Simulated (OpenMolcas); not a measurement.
## [SiH3]+: a line through the functionals

[SiH3]+: 4 atoms, total charge +1, spin state singlet. As SMILES, `[SiH3+]`. The coordinates come from a PBE0-D4/def2-TZVP relaxation.

The HOMO–LUMO gap y, in eV, basis aug-cc-pVTZ; a is the functional's share of exact exchange. Programs: OpenMolcas 26.06.

| functional | program | a | y (eV) |
| --- | --- | --- | --- |
| BLYP | OpenMolcas | 0 | 5.07 |
| r2SCAN | OpenMolcas | 0 | 5.77 |
| B3LYP | OpenMolcas | 0.2 | 6.97 |
| PBE0 | OpenMolcas | 0.25 | ? |
| BHLYP | OpenMolcas | 0.5 | 9.79 |

Question: Fit y = c + s·a to the known rows and predict PBE0.

Answer: 
1. Means of the 4 rows: a = 0.1750, y = 6.900.
2. Σ(Δa)² = 0.1675, Σ(Δa·Δy) = 1.459, so the slope is 1.459/0.1675 = 8.7104.
3. Intercept: 6.900 − (8.7104) × 0.1750 = 5.376. The largest residual of the fit is 0.39.
4. PBE0: 5.376 + (8.7104) × 0.25 = 7.55 eV.

The run gave 7.46 eV, so the prediction is off by +0.09 eV, within the scatter of the fit. Exact exchange lowers occupied levels and raises empty ones. The rows mix families of semi-local functionals, which the line can't see.
